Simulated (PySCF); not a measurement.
**Working out the ionisation energy of Al**

Al [Ne] 3s2 3p1 (2P) → Al⁺ [Ne] 3s2 (1S). Calculation: PySCF 2.14, in aug-cc-pwCVQZ; the non-relativistic Hamiltonian (point nucleus). Frozen: nothing. Energies in hartree (1 hartree = 27.21139 eV):

| part | Al (lower) | Al⁺ (upper) |
| --- | --- | --- |
| UHF | -241.880503 | -241.674359 |
| MP2 opposite-spin | -0.291030 | -0.284854 |
| MP2 same-spin | -0.092687 | -0.090255 |

Q: What does Hartree-Fock give?

A: (-241.674359) − (-241.880503) = 0.206144 hartree = 5.609 eV.

Q: What do MP2 and SCS-MP2 (6/5 opposite-spin, 1/3 same-spin) give?

A: The opposite-spin parts differ by 0.168 eV and the same-spin parts by 0.066 eV. MP2: 5.609 + (0.168) + (0.066) = 5.843 eV. SCS-MP2: 5.609 + 1.2 × (0.168) + (0.066)/3 = 5.833 eV.

Measured between the centres of the two terms (NIST): 5.977 eV, so MP2 (all electrons) is off by -0.134 eV.

What remains against the reference includes basis incompleteness and correlation beyond second order.
